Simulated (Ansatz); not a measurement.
Relaxation of CH4O2S (8 atoms, charge 0, multiplicity 1), to a largest force component of 0.02 eV/Å in at most 50 steps.

Level of theory: Ansatz, RKS LDA/def2-SVP.

```xyz
8
Properties=species:S:1:pos:R:3
O 0.503 1.116 -0.846
C 0.174 0.782 0.454
S 0.488 -0.977 0.860
O -0.720 -1.650 -0.081
H -0.071 0.632 -1.454
H -0.880 0.969 0.686
H 1.527 -0.884 1.764
H -0.316 -2.221 -0.743
```

Problem. Where does it end, and by what steps?

Solution. It converged. After 18 steps the energy has fallen by 2.623 eV; H5 moved furthest, 1.19 Å.

```csv
step,energy less start (eV),largest force component (eV/Å),accepted
0,0.0000,3.404,yes
1,-0.6504,1.986,yes
2,-1.1855,1.477,yes
3,-1.5740,1.216,yes
4,-1.8807,0.865,yes
5,-2.0387,0.520,yes
6,-2.1025,0.616,yes
7,-2.1362,0.563,yes
8,-2.2492,0.465,yes
9,-2.3336,0.919,yes
10,-2.4007,1.498,yes
11,-2.5377,0.378,yes
12,-2.5979,0.595,yes
13,-2.4976,1.535,no
14,-2.6163,0.457,yes
15,-2.6214,0.094,yes
16,-2.6222,0.065,yes
17,-2.6226,0.029,yes
18,-2.6227,0.017,yes
```

```xyz
8
Properties=species:S:1:pos:R:3
O 0.558 1.285 -1.024
C 0.324 0.690 0.158
S 0.650 -0.950 0.319
O -0.399 -2.458 0.428
H -0.223 1.799 -1.306
H -0.378 1.184 0.864
H 0.509 -0.936 1.672
H -0.336 -2.848 -0.470
```

Whether the end is a true minimum wasn't checked by a vibrational analysis.

Run time: 18 s on 1 thread of Intel(R) Xeon(R) 6975P-C (Granite Rapids) (shared host), peak memory 0.15 GiB.
